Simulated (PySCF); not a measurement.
Ionisation energies (eV) were calculated with PySCF 2.14 by PBE0, MP2 (valence), UHF, in another order, as differences of total energies without spin-orbit coupling. The measured values are between term centres (NIST).

```csv
species,measured,A,B,C
"B (x2c-TZVPPall with one added diffuse shell each of s, p, d type, spin-free X2C)",8.297,8.260,8.644,8.040
"N (x2c-TZVPPall with one added diffuse shell each of s, p, d type, spin-free X2C)",14.545,14.566,14.695,13.891
"Al⁺ (x2c-TZVPPall with one added diffuse shell each of s, p, d type, spin-free X2C)",18.829,18.312,18.707,17.561
"Sc (x2c-TZVPPall with one added diffuse shell each of s, p, d, f type, spin-free X2C)",6.562,6.101,6.388,5.394
"Co (x2c-TZVPPall with one added diffuse shell each of s, p, d, f type, spin-free X2C)",7.869,7.429,7.881,8.292
"Nb (x2c-TZVPPall with one added diffuse shell each of s, p, d, f type, spin-free X2C)",6.776,6.448,6.886,5.992
"Re (x2c-TZVPPall with one added diffuse shell each of s, p, d, f type, spin-free X2C)",7.834,7.332,7.472,5.960
"Tl (x2c-TZVPPall with one added diffuse shell each of s, p, d, f type, spin-free X2C)",5.464,5.171,5.437,5.000
```

Task: Which column is which method?

Result: A is MP2 (valence) (mean error -0.32 eV); B is PBE0 (mean error -0.01 eV); C is UHF (mean error -0.76 eV). Valence MP2 in a finite basis recovers only part of the missing correlation, so it stays below experiment on average. PBE0, with a quarter of exact exchange, lies close to experiment on average. Hartree-Fock lacks the correlation of the electron removed and comes out lowest.
